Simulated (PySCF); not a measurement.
Species: C₃H₃FO₂.
SMILES with atom numbers: `[O:1]=[C:2]1[O:3][CH2:4][C@H:5]1[F:6]` (hydrogens: H7, H8 on C4; H9 on C5)

Method used: EOM-IP-CCSD/aug-cc-pVDZ in PySCF, restricted Hartree–Fock reference, 6 core orbitals frozen, non-relativistic, gas phase, PBE0-D3(BJ)/def2-SVP geometry.

Hartree–Fock orbital energies give these Koopmans values (eV): HOMO 12.54, HOMO-1 13.10, HOMO-2 14.51, HOMO-3 15.61, HOMO-4 16.12, HOMO-5 17.35, HOMO-6 18.40, HOMO-7 18.72.

**Question.** What vertical ionisation energies does EOM-IP-CCSD give?

**Answer.** 
```json
{"leading hole (HF orbital)": "HOMO", "Koopmans (eV)": "12.54", "EOM-IP-CCSD (eV)": "10.89", "change (eV)": "-1.65", "one-hole share": "0.95"}
{"leading hole (HF orbital)": "HOMO-1", "Koopmans (eV)": "13.10", "EOM-IP-CCSD (eV)": "11.65", "change (eV)": "-1.45", "one-hole share": "0.95"}
{"leading hole (HF orbital)": "HOMO-2", "Koopmans (eV)": "14.51", "EOM-IP-CCSD (eV)": "12.89", "change (eV)": "-1.62", "one-hole share": "0.95"}
{"leading hole (HF orbital)": "HOMO-3", "Koopmans (eV)": "15.61", "EOM-IP-CCSD (eV)": "13.88", "change (eV)": "-1.73", "one-hole share": "0.95"}
{"leading hole (HF orbital)": "HOMO-4", "Koopmans (eV)": "16.12", "EOM-IP-CCSD (eV)": "14.92", "change (eV)": "-1.20", "one-hole share": "0.93"}
{"leading hole (HF orbital)": "HOMO-5", "Koopmans (eV)": "17.35", "EOM-IP-CCSD (eV)": "15.32", "change (eV)": "-2.03", "one-hole share": "0.95"}
{"leading hole (HF orbital)": "HOMO-6", "Koopmans (eV)": "18.40", "EOM-IP-CCSD (eV)": "16.07", "change (eV)": "-2.33", "one-hole share": "0.94"}
{"leading hole (HF orbital)": "HOMO-7", "Koopmans (eV)": "18.72", "EOM-IP-CCSD (eV)": "16.49", "change (eV)": "-2.23", "one-hole share": "0.94"}
```

**Question.** Does the order of the lines follow the orbital energies?

**Answer.** Yes, no two lines change places. The corrections run from -2.33 to -1.20 eV, with a mean of -1.78 eV over the 8 lines; no line lies above its Koopmans value.

**Question.** At what kinetic energies would He I light (21.22 eV) eject these electrons?

**Answer.** 10.33 eV (HOMO), 9.57 eV (HOMO-1), 8.33 eV (HOMO-2), 7.34 eV (HOMO-3), 6.30 eV (HOMO-4), 5.90 eV (HOMO-5), 5.15 eV (HOMO-6), 4.73 eV (HOMO-7).

**Question.** What total energy has the lowest final state, and which wavelength reaches it?

**Answer.** E(CCSD) + ionisation energy = -365.54897 + 0.40036 = -365.14861 Eh, at the geometry of the initial state. The threshold wavelength is 1239.84 eV nm/10.89 eV = 113.9 nm.

One root was sought for each valence orbital with −ε under 21 eV, eight at most, so deeper holes and satellites are missing; no vibrational structure.

Hardware: one thread, Arm Neoverse V1 (aarch64), no GPU, shared host with 32 logical CPUs at a one-minute load of 7.9. Cost: 9.8 min wall, 3.0 GiB resident at most.
